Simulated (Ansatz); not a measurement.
One change: `BCO` becomes `BCS`.

Ansatz, PBE0-D4/def2-TZVP geometries, multiplicity 1. Each molecule was computed in one conformer, which needn't be the lowest.

| property | `BCO` |
| --- | --- |
| LUMO energy (PBE/def2-TZVPP) / eV | -0.86 |
| HOMO–LUMO gap (B3LYP/def2-TZVPP) / eV | 7.88 |
| vertical ionisation energy (CCSD(T)/CBS(def2)) / eV | 11.10 |
| LUMO energy (ωB97M-V/def2-TZVPP) / eV | 1.66 |
| HOMO–LUMO gap (PBE0/def2-TZVPP) / eV | 8.45 |
| ideal-gas entropy at 298 K and 1 bar (rigid rotor, harmonic PBE0-D4/def2-TZVP) / J/(mol·K) | 258 |

(1) Give the same properties after the change, and the shifts. (An estimate is asked.)

Answers

(1) The calculation gave: 
| property | `BCS` | shift |
| --- | --- | --- |
| LUMO energy (PBE/def2-TZVPP) / eV | -2.72 | -1.86 |
| HOMO–LUMO gap (B3LYP/def2-TZVPP) / eV | 4.64 | -3.24 |
| vertical ionisation energy (CCSD(T)/CBS(def2)) / eV | 9.45 | -1.65 |
| LUMO energy (ωB97M-V/def2-TZVPP) / eV | 0.27 | -1.39 |
| HOMO–LUMO gap (PBE0/def2-TZVPP) / eV | 5.13 | -3.32 |
| ideal-gas entropy at 298 K and 1 bar (rigid rotor, harmonic PBE0-D4/def2-TZVP) / J/(mol·K) | 302 | 44 |

With PBE0 the HOMO rises by 1.52 eV and the LUMO falls by 1.79 eV, so the gap narrows by about 3.31 eV. PBE moves the HOMO by 1.37 eV and ωB97M-V by 1.66 eV.

B3LYP here is the variant with VWN-RPA as its local correlation; programs differ in this.
